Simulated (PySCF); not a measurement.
## `InChI=1S/C4H2OS/c5-4-1-3(4)2-6/h1-2H`

Molfile (atoms numbered from 1):
```
C4H2OS
     RDKit          3D

  8  8  0  0  0  0  0  0  0  0999 V2000
   -1.6318    1.9219   -0.3947 O   0  0  0  0  0  0  0  0  0  0  0  0
   -1.1486    0.8564   -0.1621 C   0  0  0  0  0  0  0  0  0  0  0  0
   -1.1896   -0.5006    0.2029 C   0  0  0  0  0  0  0  0  0  0  0  0
    0.0281    0.0060   -0.0487 C   0  0  0  0  0  0  0  0  0  0  0  0
    1.4416   -0.2066   -0.1166 C   0  0  0  0  0  0  0  0  0  0  0  0
    2.3183   -0.7297    1.1333 S   0  0  0  0  0  0  0  0  0  0  0  0
   -1.7114   -1.4241    0.4194 H   0  0  0  0  0  0  0  0  0  0  0  0
    1.9101    0.0868   -1.0583 H   0  0  0  0  0  0  0  0  0  0  0  0
  1  2  2  0
  2  3  1  0
  3  4  2  0
  4  5  1  0
  5  6  2  0
  4  2  1  0
  3  7  1  0
  5  8  1  0
M  END
```

Computed with quadratic response CAM-B3LYP/aug-cc-pVTZ first hyperpolarisability, Taylor convention, gas phase in PySCF. Geometry: PBE0-D3(BJ)/def2-TZVP.

Task: Give the tensor of the second harmonic β(−2ω;ω,ω) at 1907 nm in the axes of these coordinates.

Result: In au, Taylor convention; rows are the first index (the induced dipole):
|  | xx | yy | zz | xy | xz | yz |
| --- | --- | --- | --- | --- | --- | --- |
| x | -818.4 | -90.1 | -60.7 | +318.3 | -185.2 | +46.2 |
| y | +314.4 | +161.2 | +43.5 | -87.7 | +44.7 | -50.8 |
| z | -192.3 | -53.5 | -77.1 | +49.0 | -61.9 | +44.2 |

Norm of βᵢ = ⅓ Σⱼ (βᵢⱼⱼ + βⱼᵢⱼ + βⱼⱼᵢ): 1144.8 au, hyper-Rayleigh value 459.8 au.
